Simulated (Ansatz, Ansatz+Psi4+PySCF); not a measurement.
```yaml
atoms:
  - { symbol: B, position_ang: [0.0000, 0.0000, -0.7469] }
  - { symbol: F, position_ang: [0.0000, 0.0000, 0.4150] }
```

Basis set: cc-pVTZ (spherical functions). Left uncorrelated: 2 orbitals. Charge 0, multiplicity 1.

Computed with Ansatz (development build ahead of 0.2.0); each method stands on the lowest determinant of its kind that the runs found. Restricted open shells among the atoms or ions are ROHF, correlated in semicanonical orbitals with singles.

Task: Give the atomization energy at this shape (free ground-state atoms in the same class of orbitals less the molecule, no zero-point energy) of singlet BF by RHF-MP2, RHF.

Result:

| method | atomization energy |
| --- | --- |
| RHF-MP2 | 743.0 kJ/mol |
| RHF | 570.4 kJ/mol |

Caution: the shape is not the minimum.
